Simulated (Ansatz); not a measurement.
System: chalcopyrite CdSnAs₂. Method: BLYP (plane waves, PAW; Ansatz, an electronic-structure program).

Run with plane-wave cutoff 520 eV, 8×8×8 k mesh, Fermi–Dirac smearing 0.01 eV, scalar-relativistic PAW data made under PBE.

The volume scan:

```json
[
 {"V (Å³/atom)": "30.102", "E − E_lowest (meV/atom)": "6.62", "P (GPa)": "1.754"},
 {"V (Å³/atom)": "30.729", "E − E_lowest (meV/atom)": "1.60", "P (GPa)": "0.829"},
 {"V (Å³/atom)": "31.356", "E − E_lowest (meV/atom)": "0.00", "P (GPa)": "0.005"},
 {"V (Å³/atom)": "31.983", "E − E_lowest (meV/atom)": "1.44", "P (GPa)": "-0.728"},
 {"V (Å³/atom)": "32.610", "E − E_lowest (meV/atom)": "5.59", "P (GPa)": "-1.380"}
]
```

**Question.** What bulk modulus B0 and pressure derivative B′ does a third-order Birch–Murnaghan fit give?

**Answer.** V0 = 31.360 Å³/atom, B0 = 38.8 GPa, B′ = 4.8 (fit to the energies at full precision).

Shape and atoms are relaxed at each volume.

Note: the relaxation could not lower the start's symmetry, so the cell can be a saddle point above a distorted one; the bulk modulus comes from volumes at which shape and atoms were relaxed.

Spin–orbit coupling is not included.

It cost around 40 core-minutes (rough) of CPU time.
